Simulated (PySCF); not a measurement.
## Polarisability as a sum over states

C3H5FO2.
Numbering: `[CH3:1][O:2][C@@H:3]1[O:4][C@@H:5]1[F:6]` (hydrogens: H7, H8, H9 on C1; H10 on C3; H11 on C5)

Geometry (GFN2-xTB, Å), atoms numbered from 1 in this order:
```xyz
11
C3H5FO2 angstrom
C      1.6976   -0.1708   -0.4912
O      0.4720   -0.7507   -0.0695
C     -0.6013    0.0666   -0.2320
O     -0.8086    1.1102    0.6972
C     -1.6754    0.0495    0.7626
F     -1.5632   -0.7565    1.8349
H      1.6545    0.0923   -1.5532
H      2.4569   -0.9307   -0.3271
H      1.9259    0.7213    0.0971
H     -0.8335    0.3507   -1.2622
H     -2.7195    0.2208    0.5174
```

Method: TDDFT wB97X-D/def2-SVPD, vertical, gas phase, core orbitals frozen in the response in PySCF.

Computed singlets:

```json
{"state": "S1", "E (eV)": "8.39", "f": "0.0096"}
{"state": "S2", "E (eV)": "8.59", "f": "0.033"}
{"state": "S3", "E (eV)": "9.01", "f": "0.032"}
{"state": "S4", "E (eV)": "9.15", "f": "0.021"}
{"state": "S5", "E (eV)": "9.28", "f": "0.014"}
{"state": "S6", "E (eV)": "9.31", "f": "0.0063"}
{"state": "S7", "E (eV)": "9.40", "f": "0.060"}
{"state": "S8", "E (eV)": "9.67", "f": "0.025"}
```

**Question.** How much of the mean static polarisability do these states give, one by one?

**Answer.** Each state adds f / ΔE² (ΔE in hartree, 27.2114 eV).

| state | f/ΔE² (au) | running sum (au) | running share of α (%) |
| --- | --- | --- | --- |
| S1 | 0.10 | 0.10 | 0.2 |
| S2 | 0.33 | 0.43 | 1.0 |
| S3 | 0.29 | 0.72 | 1.6 |
| S4 | 0.18 | 0.90 | 2.0 |
| S5 | 0.12 | 1.02 | 2.3 |
| S6 | 0.05 | 1.08 | 2.4 |
| S7 | 0.50 | 1.58 | 3.5 |
| S8 | 0.19 | 1.77 | 4.0 |

The full response gives 44.63 au (6.61 Å³), so 42.9 au comes from the higher roots of the same equations.

**Question.** By how much does the contribution of these states grow at 632.8 nm?

**Answer.** With ω = 0.0720 hartree each state's term in the mean polarisability goes from f / ΔE² to f / (ΔE² − ω²); the sum over all 8 states goes from 1.77 to 1.86 au, a rise of 0.09 au.

The largest single term belongs to S7, which also has the largest f.

A one-level model with all 36 active electrons at a single energy would need ΔE = √(N/α) = 24.4 eV to give this α, against S1 at 8.39 eV.

One conformer stands for the species.
